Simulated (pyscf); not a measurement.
Single points on ωB97X-D3(BJ)/def2-SVP structures (PySCF, gas phase).

### Question
PBE/def2-TZVP puts the barrier of HO–BH–OH + ethylene (H₂C=CH₂) -> H₃C–CH₂–B(OH)–OH (addition across a multiple bond or ene-type step; singlet surface; B–H broken, B–C, C–H formed) at 31.6 kcal/mol and the reaction energy at -34.6 kcal/mol, from the separated reactants. What do r²SCAN/def2-TZVP, PBE0-D3(BJ)/def2-TZVP, ωB97M-D3(BJ)/def2-TZVP give on the same structures?

### Answer
r²SCAN: ΔE‡ = 32.2 kcal/mol, ΔE = -36.8 kcal/mol; PBE0-D3(BJ): ΔE‡ = 30.8 kcal/mol, ΔE = -39.2 kcal/mol; ωB97M-D3(BJ): ΔE‡ = 36.1 kcal/mol, ΔE = -35.4 kcal/mol. PBE's barrier lies among them. Its reaction energy lies over all of them, by 0.9 to 4.6 kcal/mol. At the saddle there is also a short B–C contact that neither side keeps. One saddle was located; it need not be the lowest between these sides.
